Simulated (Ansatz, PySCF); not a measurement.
isobutane (C₄H₁₀), SMILES CC(C)C. Atoms are numbered in the order given.

```xyz
14

C     -1.2637     0.7296    -0.0954
C      0.0000     0.0000     0.3713
C      1.2637     0.7296    -0.0954
C      0.0000    -1.4592    -0.0954
H     -1.2852     1.7704     0.2663
H     -1.3140     0.7586    -1.1977
H     -2.1759     0.2279     0.2663
H      0.0000     0.0000     1.4776
H      1.2852     1.7704     0.2663
H      1.3140     0.7586    -1.1977
H      2.1759     0.2279     0.2663
H      0.8906    -1.9983     0.2663
H     -0.8906    -1.9983     0.2663
H      0.0000    -1.5173    -1.1977
```
Charge 0, spin multiplicity 1.

Geometry optimised at B3LYP-D3(BJ)/def2-SVP.

Two levels are set side by side: PBE-D3(BJ)/def2-SVP (Ansatz, an electronic-structure program) and B3LYP-D3(BJ)/def2-SVP (Ansatz). Each level has its own optimised geometry; the coordinates shown are those of the second. Frequencies come from the Hessian of PySCF at each geometry. Differences are taken from unrounded values.

```csv
quantity,B3LYP-D3(BJ),PBE-D3(BJ),PBE-D3(BJ) minus B3LYP-D3(BJ)
mean bond length (Å),1.202,1.208,0.006
bond C1–C2 (Å),1.532,1.534,0.002
bond C2–C3 (Å),1.532,1.534,0.002
bond C2–C4 (Å),1.532,1.534,0.002
bond C1–H5 (Å),1.102,1.109,0.007
bond C1–H6 (Å),1.104,1.111,0.008
bond C1–H7 (Å),1.102,1.109,0.007
bond C2–H8 (Å),1.106,1.114,0.008
bond C3–H9 (Å),1.102,1.109,0.007
bond C3–H10 (Å),1.104,1.111,0.008
bond C3–H11 (Å),1.102,1.109,0.007
bond C4–H12 (Å),1.102,1.109,0.007
bond C4–H13 (Å),1.102,1.109,0.007
bond C4–H14 (Å),1.104,1.111,0.008
highest harmonic wavenumber (cm⁻¹),3105,3054,-51
mean harmonic wavenumber (cm⁻¹),1595,1556,-39
zero-point energy (kcal/mol),82.10,80.08,-2.03
```

Exact exchange shortens and stiffens bonds; PBE has none. Differences between two approximate levels are no errors against the true value.
